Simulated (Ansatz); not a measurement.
# One elementary step

Start structure (CH$_{5}$AlO, singlet), relaxed at PBE0-D4/def2-TZVP:

```
8
angstrom
Al -0.7669 0.0350 0.4487
C 0.9557 0.5669 -0.2905
O -1.4453 -1.4959 0.1572
H -1.0255 -2.1678 -0.3767
H -1.6480 0.9772 1.3629
H 1.6571 0.8224 0.5110
H 0.8508 1.4673 -0.9051
H 1.4222 -0.2050 -0.9073
```

The step: CH₅AlO ([CH3][AlH][OH]) → AlHO ([O][AlH]) + CH₄; bonds formed: C2–H4; bonds broken: Al1–C2, O3–H4. Computed with Ansatz 0.2.0 (basis: def2-TZVPP and def2-QZVPP); correlated methods freeze the cores. Extrapolation: Hartree–Fock as exp(−7.88 √X), correlation as X^−2.97. Energies below are by CCSD(T) at an estimated basis limit (MP2 extrapolated from triple and quadruple zeta, plus CCSD(T) − MP2 in triple zeta).

Question: What are the electronic barrier and the energy of the step, from the start structure to the end structure? (Judge from chemistry; the value comes from the calculation.)

Answer: By the calculation: Barrier 67.05 kcal/mol; step energy 51.61 kcal/mol (uphill); reverse barrier, their difference, 15.44 kcal/mol. Barrier and step energy count from the start structure, the reverse barrier from the end structure.

The saddle point: One imaginary mode of 1163i cm⁻¹.
```
  pair  start (Å)  saddle (Å)  end (Å)
 C2–H4       3.38        1.30     1.10
Al1–C2       1.95        2.18     2.87
 O3–H4       0.96        1.48     2.63
```

Zero-point energy (harmonic, PBE0-D4): ZPE is 34.94 kcal/mol at the start and 32.67 kcal/mol at the saddle, so the barrier goes from 67.05 to 64.79 kcal/mol.

The T1 diagnostic stays at or below 0.023.

Labels in which every atom is bracketed show which atoms are joined, not bond orders.

For scale, one of the runs: CCSD(T)/def2-TZVPP, 174 basis functions, launched by `ansatz run in.yaml --threads 2 --pin off --events-out ev --progress --plain --max-ram 4352MiB`. Hardware: 2 CPU threads of an Arm Neoverse V2, shared host. Wall time 21 s; peak host memory 1.5 GiB.
